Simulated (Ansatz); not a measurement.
Molecule: methylidyne radical, CH, net charge 0, doublet state. SMILES: [CH]
Coordinates optimised at B3LYP-D3(BJ)/def2-TZVP (Ansatz, a quantum-chemistry and plane-wave program):
```
C
H 1 1.1235
```
Charge 0, spin multiplicity 2.

Property: vertical electron affinity (to the triplet state of charge -1; a negative value means that the extra electron is unbound and the number depends on the basis; each state is the SCF solution reached for its spin; the UHF <S^2> is 1.10 for the doublet (pure: 0.75); for the doublet T1 is 0.109), in eV. Cores are frozen in the correlated levels unless marked. UHF or UKS for open shells. Spin-orbit coupling is left out. Non-relativistic. Anions need diffuse functions: aug- sets have them; def2-D sets add few. CBS marks a two-point X^-3 extrapolation of the correlation energy; Hartree-Fock from the larger set.

| level | program | vertical electron affinity (eV) |
|---|---|---|
| wB97M-V/def2-TZVPD | Ansatz | 1.03 |
| wB97X-V/def2-TZVPD | Ansatz | ? |
| CCSD/aug-cc-pVQZ | Ansatz | 1.10 |
| CCSD(T)/CBS(aug-cc-pVTZ,aug-cc-pVQZ) | Ansatz | ? |

What belongs in the gaps?


- wB97X-V/def2-TZVPD, vertical electron affinity (eV): 0.97
- CCSD(T)/CBS(aug-cc-pVTZ,aug-cc-pVQZ), vertical electron affinity (eV): 1.19
